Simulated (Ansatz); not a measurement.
Harmonic frequencies (cm⁻¹) at PBE0-D4/def2-TZVP from Ansatz: 262, 523, 858.

Q: Which molecule is it?
A. `N[Si]Cl`
B. `N[Si]S`
C. `F[Si]Cl`
D. `C[SiH]`

A: C.
